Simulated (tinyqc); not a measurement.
Pariser-Parr-Pople SCF with singles CI, for the molecule c1ccsc1 (SMILES; centres numbered as the heavy atoms are written), step by step. One step of it, computed by the program tinyqc.

Problem. Iteration 2: orbitals and new P. Diagonalise F (the basis is taken as orthonormal) and form P = 2 sum c c over the lowest orbitals; 0.3 of the old P is kept.

F (eV), lower triangle:
```
           1C         2C         3C          4S         5C
1C  -5.150276
2C  -3.924554  -5.149960
3C   0.088542  -4.713580  -5.477416
4S   0.463410   0.463312  -3.282827  -10.342466
5C  -4.712999   0.088388   0.841567   -3.283161  -5.477751
```

pi electrons, sum of z_r less the charge = 6

P after iteration 1, lower triangle:
```
           1C         2C         3C        4S        5C
1C   1.018217
2C   0.523965   1.018077
3C  -0.043198   0.813961   1.095274
4S  -0.218526  -0.218505   0.380544  1.773337
5C   0.813963  -0.043137  -0.410633  0.380610  1.095095
```

Give: orbital energies; P after iteration 2.

Solution.

orbital energies (eV): -13.839  -10.298  -9.208  0.083  1.663

P after iteration 2, lower triangle:
```
        1C      2C      3C     4S     5C
1C   1.058
2C   0.537   1.058
3C  -0.074   0.802   1.082
4S  -0.234  -0.234   0.426  1.721
5C   0.802  -0.074  -0.398  0.426  1.082
```
